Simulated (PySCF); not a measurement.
An unknown is described by computed data only.

Formula: C2H4S.

- 13C NMR: chemical shifts (computed TMS as zero) by class: 19.9 (2 C) ppm [GIAO B97-2/pcSseg-2]
- Polarisability: 44.2 au [CAM-B3LYP/aug-cc-pVTZ]
- Rotational structure: rotational constants A, B, C: 22.194, 10.993, 8.150 GHz [PBE0-D3(BJ)/def2-TZVP]
- Dipole: 1.90 D [CAM-B3LYP/aug-cc-pVTZ]
- 1H NMR: chemical shifts (computed TMS as zero) by class: 2.24 (4 H) ppm [GIAO B97-2/pcSseg-2]
- UV, strongest line: among the 10 lowest singlet transitions: S10 at 7.90 eV (157 nm, f = 0.059) [TDDFT CAM-B3LYP/aug-cc-pVTZ]
- Triplet: lowest triplet excitation (Tamm–Dancoff): 4.41 eV [TDA CAM-B3LYP/aug-cc-pVTZ]
- NMR, other nuclei: isotropic shieldings of nuclei other than C and H, by class: 769 (1 S) ppm [GIAO B97-2/pcSseg-2]
- UV, first state: lowest singlet excitation: 4.83 eV (257 nm, f = 0.000) [TDDFT CAM-B3LYP/aug-cc-pVTZ]

The electronic properties come from PySCF, for the isolated species, density fitting. Levels stand in brackets. Isolated species at its PBE0-D3(BJ)/def2-TZVP geometry, gas phase. NMR classes are plain means over equivalent atoms (diastereotopic ones count apart unless rotation or inversion swaps them), as if these changed places fast.

**Question.** What is the compound? Reason from the data.

**Answer.** Numbering: `[CH2:1]1[CH2:2][S:3]1`. Its formula, C2H4S, gives 1 degree of unsaturation: 1 ring and 0 π bonds in the structure found. 2 carbons fall into 1 class: ring sp3 carbon bound to sulfur [C1/C2] (19.9 ppm, 2 C). All hydrogens form one class (2.24 ppm): methylene hydrogen. The other shieldings belong to: 769 ppm, sulfide sulfur [S3]. The optimised geometry has point group C2v and is an asymmetric top. Structure: thiirane, `C1CS1`. Computed isomers that give other values at the same levels: `C=CS` (ethenethiol) (lowest singlet excitation: 5.18 eV (239 nm, f = 0.002)). The assignments are read from this structure; whether some other isomer fits the data as well wasn't checked.
